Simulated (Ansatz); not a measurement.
Reading a saddle point

A first-order saddle point of SiH5, doublet, PBE0-D4/def2-TZVP, with one imaginary mode of 694i cm⁻¹:

```
6
angstrom
H -0.9070 -0.5042 -0.1644
Si 0.4314 0.2346 0.0768
H -2.0649 -1.1240 -0.3684
H 0.4520 0.7474 1.4702
H 0.5365 1.3632 -0.8824
H 1.5520 -0.7170 -0.1317
```

Program: Ansatz 0.2.0. Basis: def2-TZVPP and def2-QZVPP. Cores are frozen in the correlated methods; orbitals are unrestricted. Extrapolation: Hartree–Fock as exp(−7.88 √X), correlation as X^−2.97.

Problem. Which contacts change along the imaginary mode, and what lies on either side? (A judgement: the text doesn't fix the answer.)

Solution. Computed: The step is SiH₄ + H → SiH₃ + H₂, with the molecules in contact on both sides. Shortening one way: H1–H3; lengthening the same way: H1–Si2.
```tsv
pair	one side (Å)	saddle (Å)	other side (Å)
H1–H3	3.02	1.33	0.75
H1–Si2	1.48	1.55	3.47
```

Problem. Which side is lower, and how far does the saddle lie above each? (An estimate is asked for; the value comes from the calculation.)

Solution. The calculation gives: The side with H1–H3 short is lower by 12.84 kcal/mol; the saddle lies 17.49 kcal/mol above it and 4.65 kcal/mol above the other (CCSD(T) at an estimated basis limit (MP2 extrapolated from triple and quadruple zeta, plus CCSD(T) − MP2 in triple zeta); electronic energies).

T1 diagnostic: at most 0.015. ⟨S²⟩ of the unrestricted Hartree–Fock references: 0.75 to 0.76 (a pure state has 0.75). The end structure is not quite a true minimum (one mode of 27i cm⁻¹).

Radical steps of this kind take place in plasma deposition and etching.

For scale, one of the runs: CCSD(T)/def2-TZVPP, 112 basis functions, launched by `ansatz run in.yaml --threads 2 --pin off --events-out ev --progress --plain --max-ram 4352MiB`. Hardware: 2 CPU threads of an Arm Neoverse V2, shared host. Wall time 5.5 s; peak host memory 0.78 GiB.
